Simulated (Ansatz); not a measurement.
# One shape, several levels: SiH4 (SMILES [H][Si]([H])([H])[H])

We compute a comparison of 6 runs (CAM-B3LYP/3-21G, UPBE/6-31G, r2SCAN/3-21G, RPA@PBE/3-21G, CCSD/3-21G, CCSD(T)/3-21G) of SiH4. 

The results are computed with Ansatz 0.2.0.

51 further runs of the same task are left out: 51 set aside as unsound or not needed.

## 1. Starting point

The species is SiH4 (5 atoms), meant as a singlet with charge 0. SMILES: `[H][Si]([H])([H])[H]`. The H4–Si1 distance was set to 2.922 Å, away from the relaxed value. At this shape a bond of the SMILES string is far longer than usual.

Bond lengths: Si1–H2 1.461 Å, Si1–H3 1.461 Å, Si1–H5 1.461 Å. Angles: H2–Si1–H3 109.5°, H2–Si1–H5 109.5°, H3–Si1–H5 109.5°.

## 2. A single-point energy at CAM-B3LYP/3-21G (run 1)

run.yaml reads:

```yaml
basis:
  gaussian: {orbitals: 3-21G.json}
crystal:
  periodic: [false, false, false]
  atoms:
    - {symbol: Si, position_ang: [0.696716, -1.196807, 0.465911]}
    - {symbol: H, position_ang: [0.707956, -1.216197, 1.926701]}
    - {symbol: H, position_ang: [2.070106, -1.185507, -0.031939]}
    - {symbol: H, position_ang: [-0.696580, 1.196700, -0.465720]}
    - {symbol: H, position_ang: [0.008426, -2.385257, -0.031669]}
hamiltonian: {xc: {name: CAM-B3LYP}}
accuracy: high
```

The basis set 3-21G is read from a file made from the Basis Set Exchange's data (not shown).

Launch:

```sh
$ ansatz run run.yaml --threads 1 --pin off --max-ram 2610MiB --events-out events.jsonl --progress --plain --runs-dir runs
```

What it wrote:

```text
Warning: RAYON_NUM_THREADS=1 ignored (pool sized by the plan → 1); use --threads N
Functional definition: CAM-B3LYP
  name "CAM-B3LYP"
  parameter alpha = 0.19
  parameter beta = 0.46
  parameter omega = 0.33/bohr
  parameter ac = 0.81
  exchange = (1 - alpha - beta)*b88_x + beta*b88_x_sr(omega) + alpha*exact_x + beta*exact_x_lr(omega)
  correlation = (1 - ac)*vwn5_c + ac*lyp_c
418 factors; integrals over basis functions are off by at most 4.2e-9 eV
184 factors; integrals over basis functions are off by at most 2.0e-9 eV
mean field evaluation 1: about -7895.7647 eV, gradient 4.7e0 eV
mean field evaluation 2: about -7895.7677 eV, gradient 4.4e0 eV
mean field evaluation 4: about -7895.8843 eV, gradient 3.1e-2 eV
mean field evaluation 8: about -7895.8716 eV, gradient 3.6e-4 eV
mean field -7895.87157634 eV, -290.1679284166 hartree, gradient 6.9e-8 eV, S^2 0.000000; 0 other end points of the search recorded, 0 dependent functions left out
reference -7895.87159231 eV, -290.1679290032 hartree; 9, 9 occupied and 12, 12 virtual orbitals, 418 factors
Total energy: -7895.87159231 eV, -290.1679290032 hartree
```

Run time: 0.62 s. Hardware: 1 thread of Intel Xeon Platinum 8488C (Sapphire Rapids), shared host.

## 3. The energy at UPBE/6-31G (run 2)

in.yaml reads:

```yaml
basis:
  gaussian:
    orbitals: 6-31G
crystal:
  periodic: [false, false, false]
  atoms:
    - symbol: Si
      position_ang: [0.696716, -1.196807, 0.465911]
    - symbol: H
      position_ang: [0.707956, -1.216197, 1.926701]
    - symbol: H
      position_ang: [2.070106, -1.185507, -0.031939]
    - symbol: H
      position_ang: [-0.696580, 1.196700, -0.465720]
    - symbol: H
      position_ang: [0.008426, -2.385257, -0.031669]
magnetization:
  spin_polarized: true
hamiltonian:
  xc: pbe
accuracy: high
```

Launch:

```sh
$ ansatz run in.yaml --threads 1 --pin off --max-ram 2610MiB --events-out events.jsonl --progress --plain --runs-dir runs
```

What it wrote:

```text
Warning: RAYON_NUM_THREADS=1 ignored (pool sized by the plan → 1); use --threads N
Functional definition: PBE
  name "PBE"
  parameter kappa = 0.804
  parameter beta = 0.06672455060314922
  exchange = pbe_x(kappa = kappa, mu = beta*pi^2/3)
  correlation = pbe_c(beta = beta)
477 factors; integrals over basis functions are off by at most 2.6e-9 eV
mean field evaluation 1: about -7932.7791 eV, gradient 5.4e0 eV
mean field evaluation 2: about -7932.6924 eV, gradient 4.9e0 eV
mean field evaluation 4: about -7933.0376 eV, gradient 4.9e-1 eV
mean field evaluation 8: about -7933.0322 eV, gradient 4.4e-2 eV
mean field evaluation 16: about -7933.0322 eV, gradient 8.8e-8 eV
mean field evaluation 32: about -7932.9758 eV, gradient 1.4e0 eV
mean field -7933.11709743 eV, -291.5366760706 hartree, gradient 8.9e-8 eV, S^2 0.472074; 3 other end points of the search recorded, 0 dependent functions left out
reference -7933.11710070 eV, -291.5366761908 hartree; 9, 9 occupied and 12, 12 virtual orbitals, 477 factors
Total energy: -7933.11710070 eV, -291.5366761908 hartree
```

Run time: 1.7 s. Hardware: 1 thread of Intel Xeon Platinum 8488C (Sapphire Rapids), shared host; peak memory 0.13 GiB.

Runs 3 to 5 aren't shown in full; the table further down has their settings and results.

## 4. The energy at CCSD(T)/3-21G (run 6)

molecule.yaml reads:

```yaml
crystal:
  periodic: [false, false, false]
  atoms:
    - {symbol: Si, position_ang: [0.696716, -1.196807, 0.465911]}
    - {symbol: H, position_ang: [0.707956, -1.216197, 1.926701]}
    - {symbol: H, position_ang: [2.070106, -1.185507, -0.031939]}
    - {symbol: H, position_ang: [-0.696580, 1.196700, -0.465720]}
    - {symbol: H, position_ang: [0.008426, -2.385257, -0.031669]}
basis:
  gaussian:
    orbitals: 3-21G.json
correlation:
  method: ccsd_t
  frozen_orbitals: {H: 0, Si: 5}
accuracy: high
scf:
  omitted_lower_state_checks: [cluster_reference, increment]
```

The basis set 3-21G is read from a file made from the Basis Set Exchange's data (not shown).

Launch:

```sh
$ ansatz run molecule.yaml --threads 1 --pin off --max-ram 2610MiB --events-out events.jsonl --progress --plain --runs-dir runs
```

What it wrote (excerpt; [...] marks lines left out):

```text
Warning: RAYON_NUM_THREADS=1 ignored (pool sized by the plan → 1); use --threads N
Functional definition: HF
  name "HF"
[...]
418 factors; integrals over basis functions are off by at most 4.2e-9 eV
[...]
mean field -7878.37124105 eV, -289.5248029567 hartree, gradient 1.2e-8 eV, S^2 0.000000; 0 other end points of the search recorded, 0 dependent functions left out; unrestricted orbitals would lower it
5 core orbitals not correlated: weight in the atoms' cores, before any rotation towards them, 1.000 or more for the frozen orbitals, at most 0.000 for the correlated occupied ones
reference -7878.37124105 eV, -289.5248029567 hartree; 4, 4 occupied and 12, 12 virtual orbitals, 418 factors
second order -2.31154313 eV of doubles, -0.00000000 eV of singles
cycle   1  -2.84192071 eV  change   -7.5e-1 eV  update   1.2e-1
[...]
cycle  22  -3.69739407 eV  change  -4.2e-10 eV  update  7.9e-11
perturbative correction -0.10304388 eV, -0.0037867929 hartree
WARN: these amplitudes may be one of several solutions (largest doubles amplitude 0.46, level shift 1.78 eV)
Total energy: -7882.17167900 eV, -289.6644664755 hartree
Checks for a lower state left out: cluster_reference, increment
```

Wall time 0.16 s (1 thread of Intel Xeon Platinum 8488C (Sapphire Rapids), shared host).

## 5. The series

```
run            level  frozen core orbitals  energy (Eh)  wall time
  1  CAM-B3LYP/3-21G                     –  -290.167929     0.62 s
  2       UPBE/6-31G                     –  -291.536676      1.7 s
  3     r2SCAN/3-21G                     –  -290.132552      1.2 s
  4    RPA@PBE/3-21G                     5  -289.705862     0.76 s
  5       CCSD/3-21G                     5  -289.660680     0.14 s
  6    CCSD(T)/3-21G                     5  -289.664466     0.16 s
```

## 6. Results

| quantity | value |
| --- | --- |
| run 6: total energy | -289.66447 Eh |
| run 6: correlation energy (5 core orbitals frozen) | -139.7 mEh |
| run 6: (T) correction | -3.79 mEh |
| run 6: T1 diagnostic | 0.032 |

In words: Totals of different functionals can't be ranked against each other. In runs 5, 6 the T1 diagnostic is large, so a single reference may not serve. In runs 4, 5, 6 the log says that unrestricted orbitals would lower the reference, so the values rest on an unstable closed-shell determinant (other closed-shell runs at this shape may share the fault). In runs 1, 3, 4, 5, 6 a closed-shell determinant meets a far-stretched bond, which it describes badly. Spin contamination of the reference: run 2 ⟨S²⟩ = 0.47. All runs together took 4.7 s, the longest 1.7 s.
